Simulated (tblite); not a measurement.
Species: C₅H₅S (charge +1).
InChI=1S/C5H5S/c1-2-4-6-5-3-1/h1-5H/q+1

Calculated harmonic vibrations of the isolated species, GFN2-xTB (tblite), most abundant isotopes, no scaling. Against measured fundamentals such values can be off by several per cent, at times by over 20.

Harmonic wavenumbers (cm⁻¹): 240.7, 306.7, 434.2, 527.2, 580.1, 707.2, 785.7, 819.1, 819.7, 884.1, 900.6, 932.8, 942.9, 1045.6, 1123.3, 1182.6, 1184.3, 1242.2, 1328.7, 1386.8, 1485.6, 1540.6, 3074.7, 3075.4, 3083.5, 3083.9, 3099.5.

A = 5187, B = 3625, C = 2134 MHz; mass 97.011 u (most abundant isotopes); point group C2v, symmetry number 2.

Q: Zero-point energy?

A: ½Σν̃ = 17909 cm⁻¹ = 51.20 kcal/mol.

Q: Entropy at 298.15 K, 1 bar (ideal gas, RRHO, classical rotation)?

A: Translation 39.65, rotation 25.11, vibration 6.85: S = 71.6 cal/(mol K).

Q: And Cp and H(298.15 K) − H(0)?

A: Cp = 21.29 cal/(mol K), of which vibrations give 13.34 (their classical limit is 27 R = 53.7); H(298.15 K) − H(0) = 3.77 kcal/mol without the zero-point energy, 1.40 from vibrations.

Q: Which modes carry the vibrational entropy at 298.15 K?

A: 240.7 cm⁻¹: 1.80; 306.7 cm⁻¹: 1.38; 434.2 cm⁻¹: 0.85; 527.2 cm⁻¹: 0.59; 580.1 cm⁻¹: 0.49; 707.2 cm⁻¹: 0.30 cal/(mol K); the other 21 give 1.46 together.

Q: What must be added to the electronic energy to get the Gibbs energy at 298.15 K and 1 bar?

A: ZPE + [H(298.15 K) − H(0)] − T·S = 51.20 + 3.77 − 21.35 = 33.62 kcal/mol.

Q: How do the functions run with temperature in this model?

A: 
| T (K) | S (cal/(mol K)) | Cp (cal/(mol K)) | H − H(0) (kcal/mol) | G − H(0) (kcal/mol) | ln q(vib) |
| --- | --- | --- | --- | --- | --- |
| 100 | 56.5 | 9.5 | 0.83 | -4.82 | 0.05 |
| 200 | 64.6 | 14.6 | 2.02 | -10.89 | 0.42 |
| 300 | 71.7 | 21.4 | 3.81 | -17.71 | 1.09 |
| 500 | 85.6 | 33.2 | 9.36 | -33.47 | 3.02 |
| 800 | 103.7 | 43.4 | 21.02 | -61.96 | 6.44 |
| 1000 | 113.9 | 47.6 | 30.14 | -83.75 | 8.71 |

q(vib) and H(0) count from the zero-point level.

Hindered rotation and anharmonicity are outside this model.

Time: 0.18 s wall. Hardware: Arm Neoverse V2, one thread, shared host. The figure is for the frequency step alone.
